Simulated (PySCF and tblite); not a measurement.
Results of a calculation; reference values are marked as such.
Methane, difluoro-, CH₂F₂, numbered as in [F:1][CH2:2][F:3].

Classical Langevin dynamics with GFN2-xTB (tblite), gas phase: time step 1.5 fs, H mass 4 u, friction 0.005 fs⁻¹, 400 steps to settle and 8000 to sample, one trajectory a temperature from the lowest conformer.

GIAO shieldings at B3LYP/pcSseg-1 (PySCF) on 20 frames a temperature; like atoms are averaged, and of two unlike H on one atom a is the less shielded at the minimum.

(1) How far do thermal motions move the shieldings from their values at the minimum?

(2) What do the single frames at 250 K give for F1/F3?

Changes within two standard errors are not significant.

The study took 2.2 min on 1 thread of Arm Neoverse V1 (shared host) (rough), peak memory 0.3 GiB, launched as `OMP_NUM_THREADS=1 python ens_run.py task.json out`.

Results:

(1) 
| signal | σ at minimum (ppm) | Δσ, 250 K | Δσ, 450 K | Δσ, 700 K |
| --- | --- | --- | --- | --- |
| F1/F3 | 321.4 | -4.4 ± 1.8 | -4.7 ± 1.8 | -10.8 ± 2.4 |
| C2 | 66.2 | -1.2 ± 0.9 | -1.0 ± 1.1 | -3.6 ± 1.1 |
| H2 | 25.71 | -0.18 ± 0.08 | -0.23 ± 0.11 | -0.37 ± 0.17 |

Errors are standard errors over frames. Zero-point motion is missing, and a reference compound would move too.

(2) 
```
t (fs)  V above the minimum, tight binding (kcal/mol)  E above it, DFT (kcal/mol)  torsions (°)  σ (ppm)
   900                                            2.4                         3.2          none    314.5
  1500                                            1.1                         1.4          none    324.8
  2100                                            0.8                         1.0          none    318.1
  2700                                            1.1                         0.9          none    318.7
  3300                                            2.9                         3.0          none    316.1
  3900                                            5.4                         6.2          none    309.2
  4500                                            1.1                         1.5          none    314.9
  5100                                            2.3                         3.1          none    324.6
  5700                                            3.2                         3.6          none    322.2
  6300                                            2.0                         2.1          none    313.2
  6900                                            4.5                         6.6          none    321.2
  7500                                            1.7                         2.5          none    332.3
  8100                                            3.8                         4.7          none    329.0
  8700                                            2.7                         2.1          none    301.9
  9300                                            0.9                         1.1          none    318.5
  9900                                            1.4                         2.3          none    323.5
 10500                                            3.0                         2.6          none    307.2
 11100                                            1.4                         1.9          none    314.4
 11700                                            3.1                         3.4          none    310.1
 12300                                            1.7                         1.3          none    306.6
```
